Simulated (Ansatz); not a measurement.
# AlNH3 radical: an energy map over bond length N1–Al2 and bond length Al2–H4, part 2 of 2

A grid of calculations on AlH₃N, SMILES [NH][AlH2], spin multiplicity 2, to see where the energy is lowest and how it rises around there.

Ansatz 0.2.0; UHF/def2-TZVP. The steps go on from the part before.

### Step 6. Point bond length N1–Al2 = 1.590 Å, bond length Al2–H4 = 1.425 Å

input.yaml reads:

```yaml
crystal:
  periodic: [false, false, false]
  atoms:
    - { symbol: "N", position_ang: [0.400323, -0.714075, 0.826263] }
    - { symbol: Al, position_ang: [-0.195902, 0.284712, -0.257731] }
    - { symbol: H, position_ang: [0.985892, -1.404514, 1.232945] }
    - { symbol: H, position_ang: [-1.258508, -0.181842, -1.084664] }
    - { symbol: H, position_ang: [0.363257, 1.754005, -0.294739] }
magnetization:
  spin_polarized: true
  initial_magnetization: 1
basis:
  gaussian: { orbitals: def2-TZVP }
hamiltonian:
  xc: hf
output:
  forces: true
```

The run is started by

```console
$ ansatz run input.yaml --threads 1 --pin off --max-ram 2560MiB --backend cpu --events-out ev --progress --plain --runs-dir out
```

Log:

```text
Warning: RAYON_NUM_THREADS=1 ignored (pool sized by the plan → 1); use --threads N
Engine: ansatz 0.2.0, aarch64-unknown-linux-gnu
Functional definition: HF
  exchange = exact_x
  correlation = 0
631 factors; their error is unknown
mean field evaluation 1: about -8103.9326 eV, gradient 3.2e1 eV
mean field evaluation 2: about -8106.8160 eV, gradient 2.8e1 eV
mean field evaluation 4: about -8111.0457 eV, gradient 2.0e0 eV
mean field evaluation 8: about -8111.1709 eV, gradient 1.3e-1 eV
mean field evaluation 16: about -8104.0240 eV, gradient 3.2e1 eV
mean field evaluation 32: about -8110.6782 eV, gradient 2.3e-1 eV
mean field evaluation 64: about -8107.3147 eV, gradient 5.3e0 eV
mean field -8111.25386839 eV, -298.0830816579 hartree, gradient 1.1e-5 eV, S^2 0.761620; 4 other end points of the search recorded, 0 dependent functions left out
the calculation of the forces begins
reference -8111.25386839 eV, -298.0830816579 hartree; 12, 11 occupied and 74, 75 virtual orbitals, 631 factors
Total energy: -8111.25386839 eV, -298.0830816579 hartree
Atom 0 at     0.400323    -0.714075     0.826263 Å, force     2.830701    -4.310402     4.275236 eV/Å
Atom 1 at    -0.195902     0.284712    -0.257731 Å, force    -0.468291     5.003407    -2.644281 eV/Å
Atom 2 at     0.985892    -1.404514     1.232945 Å, force    -0.174105     0.073847     0.190917 eV/Å
Atom 3 at    -1.258508    -0.181842    -1.084664 Å, force    -2.235503    -0.919156    -1.788101 eV/Å
Atom 4 at     0.363257     1.754005    -0.294739 Å, force     0.047198     0.152305    -0.033771 eV/Å
Dipole moment:     0.169171    -0.248811     0.058745 e Å
```

It took 1.9 s on 1 thread of Arm Neoverse V2, shared host; peak memory 0.14 GiB.

That is 15.8 kcal/mol from the zero.

### Step 7. Energy over the grid

225 points were computed. Energies in kcal/mol, from the relaxed molecule at the same level:

```
bond length Al2–H4 (Å) ↓, bond length N1–Al2 (Å) →  1.544  1.590  1.637  1.683  1.729  1.776  1.822  1.869  1.915  1.961  2.008  2.054  2.100  2.147  2.193
                                             1.966   34.6   26.4   20.9   17.8   16.5   16.7   18.0   20.3   23.3   26.9   31.0   35.4   39.9   44.7   49.5
                                             1.924   32.1   23.8   18.3   15.1   13.8   13.9   15.3   17.6   20.6   24.1   28.2   32.5   37.1   41.9   46.7
                                             1.883   29.7   21.4   15.8   12.7   11.3   11.4   12.7   15.0   18.0   21.5   25.6   29.9   34.4   39.2   44.0
                                             1.841   27.4   19.1   13.5   10.3    8.9    9.0   10.3   12.5   15.5   19.0   23.0   27.3   31.8   36.6   41.4
                                             1.799   25.3   17.0   11.3    8.1    6.7    6.8    8.0   10.2   13.2   16.7   20.7   25.0   29.4   34.2   39.0
                                             1.758   23.5   15.1    9.5    6.2    4.8    4.8    6.0    8.2   11.1   14.6   18.6   22.9   27.4   32.1   36.8
                                             1.716   21.9   13.5    7.8    4.5    3.1    3.1    4.3    6.5    9.4   12.8   16.8   21.0   25.5   30.2   34.9
                                             1.675   20.7   12.3    6.5    3.2    1.7    1.7    2.9    5.1    7.9   11.4   15.3   19.5   24.0   28.7   33.4
                                             1.633   19.8   11.4    5.6    2.3    0.8    0.7    1.9    4.0    6.9   10.3   14.2   18.4   22.8   27.5   32.2
                                             1.592   19.5   11.0    5.2    1.8    0.3    0.2    1.3    3.5    6.3    9.7   13.6   17.8   22.2   26.9   31.5
                                             1.550   19.6   11.1    5.3    1.9    0.3    0.2    1.3    3.4    6.2    9.6   13.5   17.7   22.1   26.7   31.4
                                             1.509   20.4   11.8    6.0    2.6    1.0    0.9    1.9    4.0    6.8   10.1   14.0   18.2   22.6   27.2   31.9
                                             1.467   21.9   13.4    7.5    4.0    2.4    2.3    3.3    5.4    8.1   11.5   15.3   19.5   23.8   28.5   33.1
                                             1.425   24.4   15.8    9.9    6.4    4.7    4.6    5.6    7.6   10.4   13.7   17.5   21.6   26.0   30.6   35.2
                                             1.384   27.8   19.1   13.2    9.7    8.0    7.8    8.8   10.9   13.6   16.9   20.7   24.8   29.1   33.7   38.3
```

The dipole moment (D) at each point:

```tsv
bond length Al2–H4 (Å) ↓, bond length N1–Al2 (Å) →	1.544	1.590	1.637	1.683	1.729	1.776	1.822	1.869	1.915	1.961	2.008	2.054	2.100	2.147	2.193
1.966	2.23	2.10	1.95	1.80	1.65	1.49	1.34	1.20	1.09	1.02	0.98	1.00	1.07	1.18	1.31
1.924	2.16	2.03	1.88	1.72	1.57	1.41	1.26	1.13	1.02	0.95	0.93	0.96	1.04	1.16	1.30
1.883	2.10	1.96	1.81	1.65	1.50	1.34	1.19	1.06	0.95	0.89	0.88	0.93	1.02	1.15	1.31
1.841	2.03	1.89	1.74	1.59	1.43	1.27	1.12	0.99	0.89	0.83	0.84	0.90	1.01	1.15	1.31
1.799	1.97	1.83	1.68	1.52	1.36	1.20	1.06	0.93	0.83	0.79	0.81	0.88	1.00	1.16	1.33
1.758	1.91	1.77	1.62	1.46	1.30	1.15	1.00	0.87	0.79	0.75	0.78	0.87	1.00	1.17	1.34
1.716	1.86	1.72	1.56	1.41	1.25	1.09	0.95	0.82	0.74	0.72	0.77	0.87	1.01	1.18	1.36
1.675	1.81	1.67	1.51	1.36	1.20	1.04	0.90	0.79	0.71	0.70	0.76	0.88	1.03	1.21	1.39
1.633	1.76	1.62	1.47	1.31	1.16	1.00	0.87	0.75	0.69	0.70	0.77	0.89	1.05	1.23	1.42
1.592	1.72	1.58	1.43	1.28	1.12	0.97	0.84	0.73	0.68	0.70	0.78	0.91	1.08	1.26	1.45
1.550	1.69	1.55	1.40	1.24	1.09	0.94	0.82	0.72	0.68	0.71	0.80	0.94	1.11	1.29	1.48
1.509	1.66	1.52	1.37	1.22	1.07	0.92	0.80	0.72	0.69	0.73	0.83	0.97	1.14	1.33	1.52
1.467	1.63	1.49	1.34	1.20	1.05	0.91	0.80	0.72	0.71	0.75	0.86	1.00	1.17	1.36	1.55
1.425	1.61	1.47	1.33	1.18	1.04	0.91	0.80	0.74	0.73	0.78	0.89	1.04	1.21	1.40	1.59
1.384	1.59	1.46	1.31	1.17	1.04	0.91	0.81	0.75	0.76	0.82	0.93	1.08	1.25	1.43	1.63
```

### Step 8. Summary of results

What follows sums up all 2 parts.

| quantity | value |
| --- | --- |
| lowest point | bond length N1–Al2 = 1.776 Å, bond length Al2–H4 = 1.592 Å, 0.20 kcal/mol |
| highest computed point | bond length N1–Al2 = 2.193 Å, bond length Al2–H4 = 1.966 Å, 49.3 kcal/mol above the lowest |
| dipole moment (D) | 0.68 at bond length N1–Al2 = 1.915 Å, bond length Al2–H4 = 1.550 Å to 2.23 at bond length N1–Al2 = 1.544 Å, bond length Al2–H4 = 1.966 Å; 0.97 at the lowest point |
| time for the whole task | 8.4 min on 1 thread, shared host |

**Reading.** The lowest computed point is at bond length N1–Al2 = 1.776 Å, bond length Al2–H4 = 1.592 Å, 0.20 kcal/mol from the relaxed molecule at the same level. The grid shows no well of another kind. The highest computed point, bond length N1–Al2 = 2.193 Å, bond length Al2–H4 = 1.966 Å, lies 49.3 kcal/mol above the lowest. Round the minimum the two coordinates are nearly uncoupled.
